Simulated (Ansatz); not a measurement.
Reaction: SO2 (SMILES O=S=O) → SO2 (parent SMILES O=S=O, triplet)
Each species at its own B3LYP-D3(BJ)/def2-TZVP minimum (Ansatz, a quantum-chemistry and plane-wave program).

Total energies in hartree (Ansatz). UHF or UKS for unpaired electrons; spin-orbit terms are left out. Correlated methods leave the cores frozen. No relativity. The restricted determinant of O2S (O=S=O, singlet) is unstable towards broken spin symmetry in at least one set run. The UHF reference of O2S (parent SMILES O=S=O, triplet) is spin-contaminated (<S^2> up to 0.09 over the pure value in the sets run). The determinant of O2S (parent SMILES O=S=O, triplet) is a saddle point of the SCF energy; a lower one exists, which strains HF and MP2. The spin of O2S (parent SMILES O=S=O, triplet) was assumed, and the state is the lowest solution found for it.

```csv
species,HF/cc-pV(T+d)Z,CCSD(T)/cc-pV(T+d)Z,HF/cc-pV(Q+d)Z,CCSD(T)/cc-pV(Q+d)Z,CCSDT(Q)/cc-pV(T+d)Z
1: SO2 (SMILES O=S=O),-547.30154,-547.98671,-547.31959,-548.05551,-547.98962
"2: SO2 (parent SMILES O=S=O, triplet)",-547.20468,-547.86998,-547.22239,-547.93715,-547.87427
```

Problem. Work out the adiabatic triplet-singlet gap (electronic) in kJ/mol: take Hartree-Fock from cc-pV(Q+d)Z, extrapolate the CCSD(T) correlation energy as X^-3 (X = 3, 4), and add CCSDT(Q) - CCSD(T) in cc-pV(T+d)Z. 1 hartree = 2625.5 kJ/mol.

Solution. 
Species 1: correlation (64·(-0.73592) - 27·(-0.68517))/37 = -0.77295; step -0.00291; E1 = -547.31959 + (-0.77295) + (-0.00291) = -548.09545
Species 2: correlation (64·(-0.71476) - 27·(-0.66530))/37 = -0.75085; step -0.00429; E2 = -547.22239 + (-0.75085) + (-0.00429) = -547.97753
-1·E1 +1·E2 = 0.11792 hartree = 309.6 kJ/mol.
